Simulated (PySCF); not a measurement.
Dipole moment and polarisability across levels of theory

Methylcyclopropane, C₄H₈.
Cartesian coordinates in Å at the PBE0-D3(BJ)/def2-SVP level; atoms count from 1:
```
atom  x, y, z in Å
C1     1.4092   -0.0320    0.4705
C2     0.2333   -0.1721   -0.4587
C3    -1.0922   -0.6506    0.0558
C4    -0.9232    0.7795   -0.3709
H5     1.9477   -0.9868    0.5851
H6     1.0837    0.2883    1.4731
H7     2.1280    0.7166    0.1001
H8     0.4939   -0.5070   -1.4693
H9    -1.6913   -1.3125   -0.5757
H10   -1.1778   -0.8596    1.1266
H11   -1.4060    1.1080   -1.2955
H12   -0.8898    1.5455    0.4099
```

PySCF, dipoles from the SCF density, polarisabilities from static response with core orbitals frozen. Geometry: PBE0-D3(BJ)/def2-SVP; no solvent, vibrations or thermal averaging.

Question: Compare the levels for these properties.

Answer: 

| level | μ (D) | error (%) | α (Å³) | anisotropy (Å³) |
| --- | --- | --- | --- | --- |
| LDA/def2-SVPD | 0.142 | +2.1 | 7.46 | 1.22 |
| PBE/def2-SVPD | 0.130 | -6.3 | 7.35 | 1.21 |
| B3LYP/def2-SVPD | 0.129 | -7.2 | 7.19 | 1.14 |
| PBE0/def2-SVPD | 0.127 | -8.3 | 7.12 | 1.14 |
| BHandHLYP/def2-SVPD | 0.127 | -8.6 | 6.98 | 1.07 |
| CAM-B3LYP/def2-SVPD | 0.130 | -6.7 | 7.09 | 1.08 |
| wB97X-D/def2-SVPD | 0.129 | -7.2 | 7.10 | 1.10 |
| LC-wPBE/def2-SVPD | 0.125 | -9.9 | 6.90 | 1.03 |
| HF/def2-SVPD | 0.125 | -10.4 | 6.78 | 1.00 |
| PBE0/6-31G* | 0.106 | -23.8 | 6.00 | 0.79 |
| PBE0/6-31+G* | 0.134 | -3.5 | 6.71 | 1.05 |
| PBE0/def2-SVP | 0.137 | -1.5 | 6.23 | 0.89 |
| PBE0/aug-cc-pVDZ | 0.138 | -1.1 | 7.32 | 1.21 |
| PBE0/def2-TZVP | 0.135 | -3.2 | 7.03 | 1.11 |
| PBE0/def2-TZVPD | 0.134 | -3.4 | 7.29 | 1.19 |

Reference dipole: 0.139 D (measured, gas; NIST CCCBDB Release 22 (SRD 101), experimental dipoles). The anisotropy is √(½[(α1 − α2)² + (α2 − α3)² + (α3 − α1)²]). For the dipole, the smallest error is 1.1% (PBE0/aug-cc-pVDZ) and the largest 23.8% (PBE0/6-31G*). The dipole runs from 0.11 D (PBE0/6-31G*) to 0.14 D (LDA/def2-SVPD). No reference polarisability is at hand; against PBE0 in the largest diffuse basis at hand (def2-TZVPD) the other PBE0 rows deviate by 6-31G* -18%, 6-31+G* -8%, def2-SVP -14%, def2-SVPD -2%, aug-cc-pVDZ 0%, def2-TZVP -4%. In one basis (def2-SVPD) the functionals order the polarisability from HF (lowest) to LDA (highest), a spread of 10%. With PBE0 the polarisability is 6.42 Å³ without diffuse functions (mean of 6-31G*, def2-SVP and def2-TZVP) and 7.11 Å³ with them (mean of 6-31+G*, def2-SVPD, aug-cc-pVDZ and def2-TZVPD). Measured values can belong to vibrating molecules and may average over conformers; the computed ones are for one fixed geometry.
